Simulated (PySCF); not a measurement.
dichloromethane (CH2Cl2), SMILES ClCCl.

Geometry: r2SCAN-D4/def2-TZVP.

Two levels are set side by side: TDDFT-PBE/def2-SVPD (PySCF) and TDDFT-ωB97X/def2-SVPD (PySCF). Vertical, same geometry. The lowest singlet is HOMO→LUMO 99 % with PBE and HOMO→LUMO 83 % with the other functional; states are paired by order. Differences are taken from unrounded values.

| quantity | TDDFT-ωB97X | TDDFT-PBE | TDDFT-PBE minus TDDFT-ωB97X |
|---|---|---|---|
| lowest singlet excitation (eV) | 7.18 | 6.21 | -0.97 |
| lowest triplet excitation (TDA) (eV) | 6.56 | 5.78 | -0.78 |
| first bright state (f over 0.05) (eV) | 8.90 | 7.73 | -1.17 |
| its oscillator strength | 0.05 | 0.07 | 0.02 |

Functionals without exact exchange tend to place singlet excitations lower, as here. Differences between two approximate levels are no errors against the true value.

Rough cost on one machine, each run with all the roots and properties that it gave: TDDFT-ωB97X against TDDFT-PBE about 5 times.
